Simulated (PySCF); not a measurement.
Calculated properties of `O` (H2O)

Compound: H2O.
Z-matrix (Å and degrees, GFN2-xTB geometry), rows numbered from 1:
```
O 
H   1  0.9592
H   1  0.9593  2  107.23
```

**GFN2-xTB geometry**

```yaml
Point_group_of_the_GFN2-xTB_geometry: C2v
Rotational_constants_A_B_C_of_the_GFN2-xTB_geometry: 871.841, 420.472, 283.666 GHz
```

**PBE0/pcSseg-1 ground state and GIAO shieldings, non-relativistic (PySCF)**

```yaml
Dipole_moment: 2.03 D
HOMO_energy: -8.61 eV
LUMO_energy: 1.39 eV
HOMO–LUMO_gap: 10.00 eV
Lowest_Hirshfeld_atomic_charge: -0.33 e on O1
Highest_Hirshfeld_atomic_charge: +0.17 e on H2/H3
1H_chemical_shifts_computed_TMS_as_zero_by_class: 0.86 (H2/H3) ppm
Isotropic_shieldings_of_nuclei_other_than_C_and_H_by_class: 336 (O1) ppm
```

Monoisotopic mass (most abundant isotopes): 18.0106 u.

With B = h/(8π²I), that is 505.379 GHz u Å² over I, the principal moments of inertia are 0.58, 1.20 and 1.78 u Å² (most abundant isotopes). The dipole matches unit charges of opposite sign 0.42 Å apart (1 e·Å = 4.8032 D). The rotational constants make it an asymmetric top with κ = (2B − A − C)/(A − C) = -0.53, nearer the prolate limit (−1). Point group C2v permits a dipole; with 2.03 D the species has a pure rotational spectrum.

Isolated species at its GFN2-xTB geometry, gas phase.
